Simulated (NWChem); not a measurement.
chlorine (Cl₂); SMILES ClCl

All runs: NWChem. Pople sets run with spherical d functions. Each level has its own optimisation; frequencies are unscaled.

**Question.** Order these by “r Cl–Cl (Å)”, lowest first: Hartree-Fock/6-311G**; Hartree-Fock/STO-3G; Hartree-Fock/3-21G.

**Answer.** Hartree-Fock/6-311G** (2.002), Hartree-Fock/STO-3G (2.063), Hartree-Fock/3-21G (2.193)
